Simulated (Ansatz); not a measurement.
Rock-salt HfC, treated with LC-ωPBE (Ansatz, a quantum-chemistry and plane-wave program, plane waves, PAW).

Run with plane-wave cutoff 460 eV, 10×10×10 k mesh, Fermi–Dirac smearing 0.05 eV, scalar-relativistic PAW data made under PBE.

Energies at three volumes about the minimum:

```json
[
 {"V (Å³/atom)": "12.282", "E − E_lowest (meV/atom)": "1.42"},
 {"V (Å³/atom)": "12.435", "E − E_lowest (meV/atom)": "0.00"},
 {"V (Å³/atom)": "12.746", "E − E_lowest (meV/atom)": "6.42"}
]
```

**Question.** Fit a parabola by hand: where is the minimum, what lattice constant follows, and what is the bulk modulus?

**Answer.** Slopes: (0.00 − 1.42)/(12.435 − 12.282) = -9.281 and (6.42 − 0.00)/(12.746 − 12.435) = 20.643 meV/Å³. Curvature E″ = 2 × (20.643 − (-9.281))/(12.746 − 12.282) = 128.983 meV/Å⁶. From the middle of the first interval, the slope vanishes at V0 = 12.3585 − (-9.281)/128.983 = 12.430 Å³/atom. B = V0 E″ = 12.430 × 128.983 meV/Å³ × 0.1602 GPa per meV/Å³ = 257 GPa. With 8 atoms in the cube, a = (8 × 12.430)^(1/3) = 4.633 Å. The full Birch–Murnaghan fit to all volumes gives V0 = 12.427 Å³/atom and B0 = 262 GPa.

Measured, for comparison: bulk modulus 242 GPa (room temperature, not corrected to a static lattice, our sources range from 242 to 286; as tabulated in Synthesis of Binary Transition Metal Nitrides, Carbides and Borides from the …); lattice constant a 4.638 Å (temperature not stated, not corrected to a static lattice; as tabulated in Zhang et al. (2018), doi:10.1088/1367-2630/aac7f0). Computed (rounded) less measured: bulk modulus not scored (sources differ).
